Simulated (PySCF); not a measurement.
# C4H4F2: circular dichroism and optical rotation, excited states, first hyperpolarisability

What do calculations give for the circular dichroism and optical rotation, excited states, first hyperpolarisability of C4H4F2 (`CC(F)=C=CF`)?

Computed with PySCF 2.14.0 and routines of our own; the level stands in each step. Atoms count from 0.

### Step 1. The system as given

10 atoms, charge 0, multiplicity 1; geometry from: GFN2-xTB.

### Step 2. Optimising the geometry at PBE0-D3(BJ)/def2-TZVP

What the job is given:

```
{"job": {"xc": "PBE0", "basis": "def2-TZVP", "d3": "d3bj", "grid": 2, "kind": "geom"}, "charge": 0, "multiplicity": 1}
C     -1.517374    -0.572451    -0.008577
C     -0.452658     0.402238    -0.376995
F     -0.903357     1.412170    -1.161026
C      0.792122     0.378235     0.000244
C      2.034080     0.334726     0.368507
F      2.980457    -0.316551    -0.333483
H     -1.938679    -1.006205    -0.914772
H     -2.316666    -0.056420     0.522384
H     -1.109431    -1.358871     0.617760
H      2.440388     0.787782     1.263432
```

Started as:

```
$ OMP_NUM_THREADS=1 python excited_run.py task.json out
```

One launch serves the whole session: the jobs run in the order shown.

The log of the run:

```text
step   0  E = -354.21311318  max force = 0.006719
step   1  E = -354.21273526  max force = 0.005242
step   2  E = -354.21314192  max force = 0.001947
step   3  E = -354.21321052  max force = 0.002323
step   4  E = -354.21329038  max force = 0.001670
step   5  E = -354.21334772  max force = 0.002077
step   6  E = -354.21343010  max force = 0.000982
step   7  E = -354.21345618  max force = 0.000472
step   8  E = -354.21345793  max force = 0.000212
optimisation converged
```

It took 3.2 min on 1 thread of Intel Xeon Platinum 8259CL at 2.50GHz, shared host; peak memory 0.85 GiB.

Along the way: (the energy doesn't fall at every step)

| step | energy from step 0 (eV) | largest force component (eV/Å) |
| --- | --- | --- |
| 0 | 0.0000 | 0.3455 |
| 1 | 0.0103 | 0.2696 |
| 2 | -0.0008 | 0.1001 |
| 3 | -0.0026 | 0.1195 |
| 4 | -0.0048 | 0.0859 |
| 5 | -0.0064 | 0.1068 |
| 6 | -0.0086 | 0.0505 |
| 7 | -0.0093 | 0.0243 |
| 8 | -0.0094 | 0.0109 |

Distances of close pairs at the start and the end, largest changes first:

| bond | before (Å) | after (Å) | change (Å) |
| --- | --- | --- | --- |
| C1–F2 | 1.356 | 1.346 | -0.009 |
| C0–C1 | 1.490 | 1.482 | -0.008 |
| C4–F5 | 1.346 | 1.341 | -0.005 |
| C0–H6 | 1.089 | 1.093 | +0.004 |
| C0–H7 | 1.090 | 1.093 | +0.004 |
| C0–H8 | 1.085 | 1.088 | +0.003 |
| C4–H9 | 1.082 | 1.085 | +0.003 |
| C1–C3 | 1.301 | 1.302 | +0.001 |

The end geometry stands in the next job.

| at the end point | value |
| --- | --- |
| point group (found at 0.08 Å tolerance) | C1 |
| rotational constants (GHz, main isotopes) | 8.280, 1.763, 1.558 |
| dipole moment (D) | 2.18 |

### Step 3. Circular dichroism and optical rotation: TDDFT CAM-B3LYP/def2-TZVPD

What the job is given:

```
{"job": {"kind": "ecd", "xc": "CAM-B3LYP", "basis": "def2-TZVPD", "nstates": 12}, "charge": 0, "multiplicity": 1}
C     -1.587544    -0.194630    -0.245248
C     -0.245514     0.338379    -0.576497
F     -0.253824     1.092159    -1.692131
C      0.869184     0.148884     0.069677
C      1.944531    -0.010561     0.775717
F      2.801898    -1.023331     0.580336
H     -1.957920    -0.807367    -1.071440
H     -2.290421     0.630388    -0.101439
H     -1.547949    -0.797172     0.659863
H      2.266791     0.643118     1.579460
```

Method: TDDFT CAM-B3LYP/def2-TZVPD circular dichroism and optical rotation, one conformer, gas phase.

The log of the run:

```text
coarse grid: 9000 points
cycle   1  E = -354.3719475521  dE =  9.707e-01  |g| = 6.949e-01  |ddm| = 4.353e+00
cycle   2  E = -354.3463818853  dE =  2.557e-02  |g| = 8.728e-01  |ddm| = 2.069e+00
cycle   3  E = -354.4580333209  dE = -1.117e-01  |g| = 6.629e-02  |ddm| = 8.390e-01
cycle   4  E = -354.4585862650  dE = -5.529e-04  |g| = 3.786e-02  |ddm| = 1.932e-01
cycle   5  E = -354.4588824914  dE = -2.962e-04  |g| = 1.126e-02  |ddm| = 6.920e-02
cycle   6  E = -354.4589091849  dE = -2.669e-05  |g| = 2.650e-03  |ddm| = 2.698e-02
cycle   7  E = -354.4589112332  dE = -2.048e-06  |g| = 1.044e-03  |ddm| = 6.048e-03
final grid: 89528 points
cycle   8  E = -354.4590076026  dE = -4.587e-05  |g| = 4.416e-03  |ddm| = 3.099e-01
cycle   9  E = -354.4590071616  dE =  4.411e-07  |g| = 4.908e-03  |ddm| = 2.341e-02
cycle  10  E = -354.4590110527  dE = -3.891e-06  |g| = 5.907e-04  |ddm| = 5.663e-03
cycle  11  E = -354.4590110962  dE = -4.355e-08  |g| = 2.106e-04  |ddm| = 1.173e-03
cycle  12  E = -354.4590111044  dE = -8.193e-09  |g| = 5.751e-05  |ddm| = 5.800e-04
cycle  13  E = -354.4590111051  dE = -7.281e-10  |g| = 1.244e-05  |ddm| = 1.601e-04
converged SCF energy = -354.4590111051

Singlet excitations and rotatory strengths (1e-40 esu^2 cm^2)
state   eV       nm     f(len)   f(vel)    R(len)    R(vel)   main configurations
  1   5.6349   220.0  0.00204  0.00204     7.091     7.047   H->L+1 0.58, H->L+2 0.16, H-1->L 0.10
  2   5.8067   213.5  0.00118  0.00122     4.205     4.235   H-1->L 0.57, H->L+1 0.12, H-1->L+1 0.11
  3   6.7675   183.2  0.04969  0.04960    -4.542    -4.504   H->L 0.61, H-1->L+1 0.22
  4   7.0739   175.3  0.01869  0.01943   -18.212   -18.312   H->L+2 0.54, H->L 0.14, H->L+1 0.11
  5   7.3251   169.3  0.07270  0.07483     6.550     6.185   H-1->L+2 0.31, H-1->L 0.24, H-1->L+3 0.18
  6   7.7614   159.7  1.03157  1.02728    29.214    29.308   H-1->L+1 0.30, H-1->L+2 0.23, H->L+2 0.14
  7   8.1359   152.4  0.08094  0.08121    -8.209    -7.995   H->L+3 0.84
  8   8.1972   151.3  0.02916  0.02853    -2.562    -2.853   H-1->L+3 0.58, H-1->L+2 0.20, H-1->L+5 0.10
  9   8.4355   147.0  0.00536  0.00573     4.167     3.917   H->L+4 0.91
 10   8.6579   143.2  0.00115  0.00139    -1.300    -1.442   H-1->L+5 0.66, H-1->L+6 0.16
 11   8.7187   142.2  0.03172  0.03230    -9.749    -9.838   H->L+5 0.50, H-1->L+4 0.34
 12   8.8249   140.5  0.03305  0.03247     0.130     0.141   H-1->L+4 0.41, H->L+5 0.34, H->L+6 0.08

Specific rotation (deg / (dm g/mL))
    nm     length   length(OI)   velocity    alpha(len)  alpha(vel)
  633.0      77.61      76.62      74.82       56.606     56.519
  589.3      92.21      91.06      88.94       56.888     56.801
  546.0     111.47     110.10     107.57       57.243     57.156
  436.0     204.66     202.39     197.97       58.749     58.662
  405.0     255.51     252.81     247.43       59.454     59.367
  365.0     359.70     356.21     349.02       60.713     60.626
  355.0     397.04     393.29     385.50       61.115     61.028
```

It took 1.7 min on 1 thread of Intel Xeon Platinum 8259CL at 2.50GHz, shared host; peak memory 1 GiB.

The fields below are evaluated on a grid from the run's orbitals.

Frontier orbitals at CAM-B3LYP/def2-TZVPD, with the share of their density that lies nearest to each atom:

| orbital | energy (eV) | lies on |
| --- | --- | --- |
| HOMO | -9.17 | C3 44 %; C1 28 %; F2 11 % |
| LUMO | 0.51 | C1, C3 about 16 % each; F5 18 %; H9 16 % |

ELF in a plane through or near 6 of the atoms.

Ten even steps from '0' (0.00) to '9' (1.00):
```
0000000000000000000000000000
0000000000000000000000000000
0000000000000000000000000000
0000000000000000000000000000
0000000000000005785000000000
0000000000000029999300000000
0000000001320039999400000000
0000000024763019998310000000
0000011347986204631531000000
0000012422954537832642000000
0000002424865824974532000000
0000001479823852542210000000
0000000268753258740000000000
0000000146410173585000000000
0000000001000486585100000000
0000000000000477753000000000
0000000000000133210000000000
0000000000000000000000000000
0000000000000000000000000000
0000000000000000000000000000
```
The map spans 10.9 Å across and 8.9 Å up, centred on the molecule. Atoms in the plane (x, y in Å): C0 (1.6, 0.4), C1 (0.4, -0.6), F2 (0.8, -1.9), C3 (-0.8, -0.3), C4 (-2.1, 0.1), H8 (1.2, 1.4).

On the surface of density 0.002 e/bohr³ the electrostatic potential runs, from the 1st to the 99th percentile, from -0.79 V near F5 to 1.32 V near H9.

### Step 4. Excited states: TDA wB97X-D/def2-TZVPD

The job, as its differences from that of step 3:

```diff
@@ -1,2 +1,2 @@
-{"job": {"kind": "ecd", "xc": "CAM-B3LYP", "basis": "def2-TZVPD", "nstates": 12}, "charge": 0, "multiplicity": 1}
+{"job": {"kind": "states", "xc": "wB97X-D", "basis": "def2-TZVPD", "tda": true, "soc": true, "nstates": 6, "ntriplets": 5, "nquad": 4}, "charge": 0, "multiplicity": 1}
 C     -1.587544    -0.194630    -0.245248
```

Level: TDA wB97X-D/def2-TZVPD excited states, vertical, gas phase, spin-orbit mean-field couplings.

The log of the run:

```text
coarse grid: 9000 points
cycle   1  E = -354.3847985693  dE =  1.001e+00  |g| = 6.980e-01  |ddm| = 4.706e+00
cycle   2  E = -354.3817526142  dE =  3.046e-03  |g| = 7.995e-01  |ddm| = 2.646e+00
cycle   3  E = -354.4736982952  dE = -9.195e-02  |g| = 6.328e-02  |ddm| = 8.439e-01
cycle   4  E = -354.4742924353  dE = -5.941e-04  |g| = 3.381e-02  |ddm| = 3.703e-01
cycle   5  E = -354.4745512504  dE = -2.588e-04  |g| = 1.040e-02  |ddm| = 7.764e-02
cycle   6  E = -354.4745771647  dE = -2.591e-05  |g| = 2.220e-03  |ddm| = 5.191e-02
cycle   7  E = -354.4745792795  dE = -2.115e-06  |g| = 1.099e-03  |ddm| = 1.281e-02
final grid: 89528 points
cycle   8  E = -354.4760866427  dE = -1.702e-04  |g| = 1.065e-02  |ddm| = 5.727e-01
cycle   9  E = -354.4760827927  dE =  3.850e-06  |g| = 1.199e-02  |ddm| = 8.960e-02
cycle  10  E = -354.4761018219  dE = -1.903e-05  |g| = 8.474e-04  |ddm| = 1.769e-02
cycle  11  E = -354.4761019466  dE = -1.247e-07  |g| = 3.628e-04  |ddm| = 7.625e-03
cycle  12  E = -354.4761019801  dE = -3.351e-08  |g| = 8.548e-05  |ddm| = 1.439e-03
cycle  13  E = -354.4761019819  dE = -1.846e-09  |g| = 2.664e-05  |ddm| = 5.789e-04
cycle  14  E = -354.4761019823  dE = -3.497e-10  |g| = 9.786e-06  |ddm| = 2.588e-04
converged SCF energy = -354.4761019823

Singlet excitations
state   eV       nm        f     d(h-e)  d(exc)  Lambda  PR(NTO)  |dmu|/D   mu/D   main configurations
  1   5.6890   217.9   0.00245   0.538   2.453   0.533   1.466    1.448    3.027   H->L+1 0.72, H-1->L 0.15
  2   5.8957   210.3   0.00117   0.466   2.506   0.487   1.467    0.926    1.915   H-1->L 0.66, H->L+1 0.18
  3   7.1261   174.0   0.05725   0.406   3.081   0.685   1.604    1.555    3.232   H->L 0.65, H-1->L+1 0.20
  4   7.3112   169.6   0.01169   0.720   3.279   0.486   1.405    3.100    1.640   H->L+2 0.67, H-1->L+1 0.16
  5   7.5316   164.6   0.05774   0.860   3.479   0.369   1.127                     H-1->L+2 0.56, H-1->L+3 0.18, H-1->L 0.11
  6   8.2486   150.3   0.88631   0.532   3.430   0.544   1.991                     H-1->L+1 0.28, H->L+3 0.25, H->L 0.15

Triplet excitations (Tamm-Dancoff)
state   eV     d(h-e)  d(exc)  Lambda  PR(NTO)   main configurations
  1   4.4391   0.039   2.151   0.653   1.668   H->L 0.51, H-1->L+1 0.23
  2   4.6412   0.067   2.123   0.708   1.663   H-1->L+1 0.62, H->L 0.20
  3   5.3205   0.747   2.417   0.538   1.131   H->L+1 0.85
  4   5.5044   0.705   2.472   0.477   1.131   H-1->L 0.73, H-1->L+2 0.08
  5   7.2394   0.639   3.532   0.465   1.010   H->L+2 0.73, H->L 0.15
S1 - T1 = 1.2500 eV

Spin-orbit couplings |<S|Hso|T>| (cm-1)
             T1       T2       T3       T4       T5
S0        0.722    1.157   14.474   11.318    2.743
S1       16.430    3.261    0.243    0.292    2.737
S2        4.882    7.751    0.066    0.183    1.820
S3        0.721    1.086    7.625   13.659    1.161
S4        1.946    0.713    6.282    8.594    1.713
S5        2.652    4.772    1.723    4.359    7.919
S6        0.732    1.965    5.335    3.860    1.532
T1 sublevels (cm-1): 0.000 0.024 0.029   radiative rates (1/s): 3.56 0.226 0.549
```

Wall time 60 s (1 thread of Intel Xeon Platinum 8259CL at 2.50GHz, shared host); peak memory 0.88 GiB.

Key values:

| quantity | value |
| --- | --- |
| S1 less T1 | 1.25 eV |

### Step 5. Excited states: TDDFT CAM-B3LYP/def2-TZVPD

The job, as its differences from that of step 4:

```diff
@@ -1,2 +1,2 @@
-{"job": {"kind": "states", "xc": "wB97X-D", "basis": "def2-TZVPD", "tda": true, "soc": true, "nstates": 6, "ntriplets": 5, "nquad": 4}, "charge": 0, "multiplicity": 1}
+{"job": {"kind": "states", "xc": "CAM-B3LYP", "basis": "def2-TZVPD", "tpa": true, "nstates": 8, "nquad": 6, "ntriplets": 0}, "charge": 0, "multiplicity": 1}
 C     -1.587544    -0.194630    -0.245248
```

Level: TDDFT CAM-B3LYP/def2-TZVPD excited states, vertical, gas phase, two-photon moments by quadratic response.

The log of the run:

```text
coarse grid: 9000 points
cycle   1  E = -354.3719475521  dE =  9.707e-01  |g| = 6.949e-01  |ddm| = 4.353e+00
cycle   2  E = -354.3463818853  dE =  2.557e-02  |g| = 8.728e-01  |ddm| = 2.069e+00
cycle   3  E = -354.4580333209  dE = -1.117e-01  |g| = 6.629e-02  |ddm| = 8.390e-01
cycle   4  E = -354.4585862650  dE = -5.529e-04  |g| = 3.786e-02  |ddm| = 1.932e-01
cycle   5  E = -354.4588824914  dE = -2.962e-04  |g| = 1.126e-02  |ddm| = 6.920e-02
cycle   6  E = -354.4589091849  dE = -2.669e-05  |g| = 2.650e-03  |ddm| = 2.698e-02
cycle   7  E = -354.4589112332  dE = -2.048e-06  |g| = 1.044e-03  |ddm| = 6.048e-03
final grid: 89528 points
cycle   8  E = -354.4590076026  dE = -4.587e-05  |g| = 4.416e-03  |ddm| = 3.099e-01
cycle   9  E = -354.4590071616  dE =  4.411e-07  |g| = 4.908e-03  |ddm| = 2.341e-02
cycle  10  E = -354.4590110527  dE = -3.891e-06  |g| = 5.907e-04  |ddm| = 5.663e-03
cycle  11  E = -354.4590110962  dE = -4.355e-08  |g| = 2.106e-04  |ddm| = 1.173e-03
cycle  12  E = -354.4590111044  dE = -8.193e-09  |g| = 5.751e-05  |ddm| = 5.800e-04
cycle  13  E = -354.4590111051  dE = -7.281e-10  |g| = 1.244e-05  |ddm| = 1.601e-04
converged SCF energy = -354.4590111051

Singlet excitations
state   eV       nm        f     d(h-e)  d(exc)  Lambda  PR(NTO)  |dmu|/D   mu/D   delta(TPA)   sigma/GM   main configurations
  1   5.6350   220.0   0.00204   0.565   2.467   0.542   1.426    1.583    3.207        0.52      0.006   H->L+1 0.58, H->L+2 0.16, H-1->L 0.10
  2   5.8067   213.5   0.00118   0.496   2.552   0.493   1.344    0.907    1.999        0.24      0.003   H-1->L 0.57, H->L+1 0.12, H-1->L+1 0.11
  3   6.7678   183.2   0.04968   0.415   2.935   0.626   1.814    1.514    3.379       63.30      1.062   H->L 0.61, H-1->L+1 0.22
  4   7.0740   175.3   0.01866   0.814   3.444   0.524   1.224    3.442    1.735        6.35      0.116   H->L+2 0.54, H->L 0.14, H->L+1 0.11
  5   7.3253   169.3   0.07263   0.950   3.523   0.484   1.116    3.122    1.237        9.59      0.188   H-1->L+2 0.31, H-1->L 0.24, H-1->L+3 0.18
  6   7.7621   159.7   1.03187   0.366   2.933   0.548   2.179    1.277    1.840       18.44      0.407   H-1->L+1 0.30, H-1->L+2 0.23, H->L+2 0.14
  7   8.1361   152.4   0.08132   0.576   3.976   0.418   1.105                                            H->L+3 0.84
  8   8.1974   151.2   0.02924   0.751   4.024   0.369   1.046                                            H-1->L+3 0.58, H-1->L+2 0.20, H-1->L+5 0.10
```

Run time: 59 s. Hardware: 1 thread of Intel Xeon Platinum 8259CL at 2.50GHz, shared host; peak memory 0.91 GiB.

### Step 6. First hyperpolarisability: quadratic response CAM-B3LYP/def2-TZVPD

The job, as its differences from that of step 5:

```diff
@@ -1,2 +1,2 @@
-{"job": {"kind": "states", "xc": "CAM-B3LYP", "basis": "def2-TZVPD", "tpa": true, "nstates": 8, "nquad": 6, "ntriplets": 0}, "charge": 0, "multiplicity": 1}
+{"job": {"kind": "beta", "xc": "CAM-B3LYP", "basis": "def2-TZVPD"}, "charge": 0, "multiplicity": 1}
 C     -1.587544    -0.194630    -0.245248
```

Level: quadratic response CAM-B3LYP/def2-TZVPD first hyperpolarisability, Taylor convention, gas phase.

The log of the run:

```text
coarse grid: 9000 points
cycle   1  E = -354.3719475521  dE =  9.707e-01  |g| = 6.949e-01  |ddm| = 4.353e+00
cycle   2  E = -354.3463818853  dE =  2.557e-02  |g| = 8.728e-01  |ddm| = 2.069e+00
cycle   3  E = -354.4580333209  dE = -1.117e-01  |g| = 6.629e-02  |ddm| = 8.390e-01
cycle   4  E = -354.4585862650  dE = -5.529e-04  |g| = 3.786e-02  |ddm| = 1.932e-01
cycle   5  E = -354.4588824914  dE = -2.962e-04  |g| = 1.126e-02  |ddm| = 6.920e-02
cycle   6  E = -354.4589091849  dE = -2.669e-05  |g| = 2.650e-03  |ddm| = 2.698e-02
cycle   7  E = -354.4589112332  dE = -2.048e-06  |g| = 1.044e-03  |ddm| = 6.048e-03
final grid: 89528 points
cycle   8  E = -354.4590076026  dE = -4.587e-05  |g| = 4.416e-03  |ddm| = 3.099e-01
cycle   9  E = -354.4590071616  dE =  4.411e-07  |g| = 4.908e-03  |ddm| = 2.341e-02
cycle  10  E = -354.4590110527  dE = -3.891e-06  |g| = 5.907e-04  |ddm| = 5.663e-03
cycle  11  E = -354.4590110962  dE = -4.355e-08  |g| = 2.106e-04  |ddm| = 1.173e-03
cycle  12  E = -354.4590111044  dE = -8.193e-09  |g| = 5.751e-05  |ddm| = 5.800e-04
cycle  13  E = -354.4590111051  dE = -7.281e-10  |g| = 1.244e-05  |ddm| = 1.601e-04
converged SCF energy = -354.4590111051

Lowest singlets (eV, f): 5.6350 0.0020  5.8067 0.0012  6.7678 0.0497

First hyperpolarisability (au)
process     nm      |vector|   parallel      HRS      DR
static         -       82.05     -31.86      34.21   4.883
shg       1907.0       84.48     -31.91      35.18   4.932
eope      1907.0       82.84     -31.88          -       -
shg       1064.0       90.67     -31.88       37.6   5.046
eope      1064.0       84.66     -31.92          -       -
```

It took 53 s on 1 thread of Intel Xeon Platinum 8259CL at 2.50GHz, shared host; peak memory 0.91 GiB.

### Step 7. What came out

```
                                                                                        quantity                                                          value
                                                                                     point group                                                             C1
                                                            rotational constants (main isotopes)                                           8.28, 1.76, 1.56 GHz
state of largest rotatory strength (velocity form) among 12 (step 3, TDDFT CAM-B3LYP/def2-TZVPD)  7.76 eV, R = +29.3 (velocity), +29.2 (length) ·10⁻⁴⁰ esu² cm²
                              specific rotation at 633.0 nm (step 3, TDDFT CAM-B3LYP/def2-TZVPD)                                 74.8 (velocity), 77.6 (length)
                                                           surface potential, 1st and 99th percentile                                             -0.79 V and 1.32 V
                                                     S1 less T1 (step 4, TDA wB97X-D/def2-TZVPD)                                                        1.25 eV
                                      β vector (step 6, quadratic response CAM-B3LYP/def2-TZVPD)               static 82, SHG 1907.0 nm 84, SHG 1064.0 nm 91 au
```

Over 8 steps the energy fell by 0.009 eV; of the close pairs, C1–F2 changed most, 1.356 to 1.346 Å. No frequency check was run at this level, so the end point may be a saddle. Rotations belong to one conformer and to the handedness of the start. In step 4, the number of triplets below S1 is 4, and the largest singlet-triplet spin-orbit coupling is S1–T1, 16.43 cm⁻¹. β grows from 82 au (static) to 91 au for doubling at 1064.0 nm: normal dispersion, which grows as twice the photon energy moves toward the bright states.
